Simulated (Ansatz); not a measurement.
What a trial cell of Hf relaxes into

These are results of DFT PBEsol, scalar-relativistic, plane waves, PAW in Ansatz 0.2.0, not measurements. Cutoff 420 eV, Γ-centred k mesh, Gaussian smearing, no spin polarisation in the final step.

The start puts Hf on the simple cubic structure type (Pm-3m, No. 221), at a guessed volume.

```
CELL_PARAMETERS angstrom
2.85664 0.00000 0.00000
0.00000 2.85664 0.00000
0.00000 0.00000 2.85664
ATOMIC_POSITIONS crystal
Hf 0.00000 0.00000 0.00000
```

Cell and atoms relax at zero pressure; the relaxation can't lower the symmetry of the start.

Energies count from the standard state of Hf at the same level.

Question: What does it relax into?

Answer: It keeps Pm-3m (No. 221). The result has the simple cubic structure. Conventional cell: a = 2.865 Å. Around Hf lie 6 Hf at 2.87 Å.

```cif
data_structure
_symmetry_space_group_name_H-M 'Pm-3m'
_symmetry_Int_Tables_number 221
_cell_length_a 2.8653
_cell_length_b 2.8653
_cell_length_c 2.8653
_cell_angle_alpha 90.000
_cell_angle_beta 90.000
_cell_angle_gamma 90.000
_cell_volume 23.52
loop_
_atom_site_label
_atom_site_type_symbol
_atom_site_symmetry_multiplicity
_atom_site_Wyckoff_symbol
_atom_site_fract_x
_atom_site_fract_y
_atom_site_fract_z
_atom_site_occupancy
Hf1 Hf 1 a 0.00000 0.00000 0.00000 1
```

Question: What are its volume, energy, density and gap?

Answer: The volume per atom is 23.52 Å³, the density is 12.60 g/cm³ and the energy over the standard structure is 1.09 eV/atom. The gap on the 20×20×20 mesh is 0 eV (a metal).

The final run used a 20×20×20 mesh on its 1-atom cell and 0.10 eV smearing. The k mesh leaves about 4 meV/atom of noise in metals. Spin–orbit coupling is left out. A structure relaxed within its symmetry needn't be a true minimum. The steps took roughly 29 core-seconds in all.